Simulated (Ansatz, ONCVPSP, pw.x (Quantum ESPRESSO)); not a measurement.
## Equation-of-state test of one ONCV potential (Ta)

| Item | Value |
| --- | --- |
| Element | tantalum |
| Generator | ONCVPSP 4.0.1.1 (patched build) |
| Type | optimised norm-conserving Vanderbilt (ONCV) |
| Functional | PBEsol |
| Relativity | scalar-relativistic |
| Frozen core | [Kr] 4d10 4f14 |
| Valence charge | 13 |
| Reference configuration | 5s2 5p6 5d3 (charge +2) |
| Partial waves | 5s: rc 1.55 bohr, ncon 4, nbas 8, qcut 6.2 1/bohr, 2 projectors, debl 3.6 Ha; 5p: rc 1.95 bohr, ncon 3, nbas 7, qcut 5.8 1/bohr, 2 projectors, debl 2.4 Ha; 5d: rc 2.55 bohr, ncon 4, nbas 9, qcut 6.3 1/bohr, 3 projectors, debl 1.3 Ha |
| Local potential | polynomial inside 1.15 bohr (lpopt 3, dvloc0 3 Ha) |
| Core correction | Teter function, fcfact 1.5, rcfact 1.05 |

Crystal test: fcc Ta in pw.x 7.5, no spin, 14³ k-points, Fermi–Dirac smearing 0.01 Ry, cutoffs 140/560 Ry. The reference is all-electron LAPW (Ansatz 0.2.0) with the same functional, mesh and smearing; V0 and B0 come from Birch–Murnaghan fits to the pressures at five volumes. Errors are pseudo minus all-electron; Δ is the rms difference of the E(V) curves that follow from these fits, minima aligned, over ±6 % about the mean V0. Mesh and smearing are coarse, so the numbers serve the comparison and aren't converged zero-temperature values; the lattice is a test structure that the element need not adopt.

All-electron: a0 = 4.177 Å (V0 = 18.22 Å³/atom), B0 = 198.7 GPa.

Task: How far does the potential miss the all-electron equation of state?

Result: mean pressure error (GPa): -4.96; a0 (Å): 4.141; a0 error (%): -0.87; B0 error (%): +0.1; Δ (meV/atom): 20.5. This is a poor potential for the solid.

```tsv
V (Å³/atom)	P all-electron (GPa)	P pseudo (GPa)
17.367	10.42	4.53
17.824	4.57	-0.80
18.281	-0.64	-5.55
18.738	-5.27	-9.78
19.195	-9.40	-13.54
```

Task: At the middle volume, how do free energy and pressure move when the wave cutoff is lowered (ecutrho kept at four times it)?

Result:

```json
{"cutoff (Ry)": "63", "shift of F (meV/atom)": "+10.5", "shift of P (GPa)": "+0.06"}
{"cutoff (Ry)": "84", "shift of F (meV/atom)": "+7.4", "shift of P (GPa)": "-0.01"}
{"cutoff (Ry)": "112", "shift of F (meV/atom)": "+4.2", "shift of P (GPa)": "+0.10"}
```

The run at the middle volume (104 k-points, 9 iterations) took about 3.1 min on one core of a shared host (Neoverse-N1, 64 threads, 124 GiB, load 57).
